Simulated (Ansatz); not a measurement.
What a trial cell of Ir relaxes into

Theory: DFT PBEsol, scalar-relativistic, plane waves, PAW (Ansatz). Cutoff 420 eV, Γ-centred k mesh, Gaussian smearing, no spin polarisation in the final step.

Ir was placed on the beta-tin structure type (I4_1/amd, No. 141), at a guessed volume.

```
Ir
1.0
    -2.37900    2.37900    1.29779
     2.37900   -2.37900    1.29779
     2.37900    2.37900   -1.29779
Ir
2
Direct
  0.00000 0.00000 0.00000
  0.75000 0.25000 0.50000
```

Cell and atoms relax at zero pressure; the relaxation can't lower the symmetry of the start. After a coarse first stage the cell is made exact in the group found at 0.06 Å.

Energies count from the standard state of Ir at the same level.

(1) What does it relax into?

(2) What are its volume, energy, density and gap?

Results:

(1) It keeps I4_1/amd (No. 141). The result has the beta-tin structure. Conventional cell: a = 4.802 Å, c = 2.719 Å. Ir is coordinated by 4 Ir at 2.50 Å, 2 Ir at 2.72 Å and 4 Ir at 3.15 Å.

Space group I4_1/amd:1 (No. 141). a = 4.802 Å, b = 4.802 Å, c = 2.719 Å, α = 90.00°, β = 90.00°, γ = 90.00°
| atom | site | symmetry | x | y | z |
| --- | --- | --- | --- | --- | --- |
| Ir | 4a | -4m2 | 0.0000 | 0.0000 | 0.0000 |

(2) The volume per atom is 15.67 Å³, the density is 20.36 g/cm³ and the energy over the standard structure is 0.76 eV/atom. The gap on the 18×18×18 mesh is 0 eV (a metal).

The final run used a 18×18×18 mesh on its 2-atom cell and 0.10 eV smearing. The k mesh leaves about 4 meV/atom of noise in metals. Spin–orbit coupling is left out. Symmetry constrained the relaxation, so the result can be a saddle point. The steps took roughly 40 core-seconds in all.